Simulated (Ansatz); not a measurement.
The input, for Ansatz 0.2.0:

```yaml
crystal:
  periodic: [false, false, false]
  atoms:
    - {symbol: Ga, position_ang: [0.000000, 0.000000, 0.000000]}
    - {symbol: H, position_ang: [0.652504, 0.664105, 1.353869]}
    - {symbol: H, position_ang: [-0.662515, -0.654094, 1.353881]}
    - {symbol: H, position_ang: [-0.654085, 0.652495, -1.358743]}
    - {symbol: H, position_ang: [0.664096, -0.662506, -1.349007]}
basis:
  gaussian: {orbitals: def2-mTZVP}
total_charge: 1
magnetization: {spin_polarized: true, initial_magnetization: 2}
correlation: {method: ccsdt_q_b, electrons: outside_noble_gas}
accuracy: high
```

```sh
$ ansatz run in.yaml --threads 1 --pin off --events-out ev --progress --plain --max-ram 2393MiB
```

The program prints:

```
909 factors; integrals over basis functions are off by at most 4.3e-9 eV
mean field evaluation 1: about -52383.2850 eV, gradient 7.0e0 eV
mean field evaluation 2: about -52383.4691 eV, gradient 7.3e0 eV
mean field evaluation 4: about -52384.1987 eV, gradient 9.5e-1 eV
mean field evaluation 8: about -52384.2168 eV, gradient 2.2e-4 eV
mean field evaluation 16: about -52383.2850 eV, gradient 7.0e0 eV
mean field -52384.21684943 eV, -1925.0844619190 hartree, gradient 1.5e-8 eV, S^2 2.045733; 0 other end points of the search recorded, 0 dependent functions left out
14 core orbitals not correlated: weight in the atoms' cores, before any rotation towards them, 0.998 or more for the frozen orbitals, at most 0.001 for the correlated occupied ones
reference -52384.21684943 eV, -1925.0844619190 hartree; 4, 2 occupied and 30, 32 virtual orbitals, 909 factors
second order -1.38089540 eV of doubles, -0.00000000 eV of singles
cycle   1  -1.75652112 eV  change   -3.8e-1 eV  update   6.5e-2
cycle   2  -2.07436657 eV  change   -3.2e-1 eV  update   3.7e-2
cycle   3  -2.11186943 eV  change   -3.8e-2 eV  update   1.3e-2
cycle   4  -2.12138212 eV  change   -9.5e-3 eV  update   3.8e-3
cycle   5  -2.12199545 eV  change   -6.1e-4 eV  update   1.6e-3
cycle   6  -2.12183246 eV  change    1.6e-4 eV  update   6.0e-4
cycle   7  -2.12237655 eV  change   -5.4e-4 eV  update   2.0e-4
cycle   8  -2.12237991 eV  change   -3.4e-6 eV  update   7.4e-5
cycle   9  -2.12230475 eV  change    7.5e-5 eV  update   2.5e-5
cycle  10  -2.12232506 eV  change   -2.0e-5 eV  update   8.7e-6
cycle  11  -2.12232310 eV  change    2.0e-6 eV  update   3.5e-6
cycle  12  -2.12232210 eV  change    1.0e-6 eV  update   1.3e-6
cycle  13  -2.12232075 eV  change    1.3e-6 eV  update   4.1e-7
cycle  14  -2.12232094 eV  change   -1.8e-7 eV  update   1.4e-7
cycle  15  -2.12232094 eV  change   -1.1e-9 eV  update   5.2e-8
cycle  16  -2.12232094 eV  change   -1.5e-9 eV  update   2.5e-8
cycle  17  -2.12232092 eV  change    2.3e-8 eV  update   1.8e-8
cycle  18  -2.12232090 eV  change    1.3e-8 eV  update   8.5e-9
cycle  19  -2.12232090 eV  change    5.7e-9 eV  update   3.1e-9
cycle  20  -2.12232090 eV  change   5.3e-10 eV  update   1.0e-9
cycle  21  -2.12232090 eV  change  -1.1e-10 eV  update  3.9e-10
perturbative correction -0.00088431 eV, -0.0000324978 hartree
Total energy: -52386.34005463 eV, -1925.1624882712 hartree
```

Ran on 1 thread of Arm Neoverse N1, shared host: 10 s wall, 0.2 GiB peak host memory.
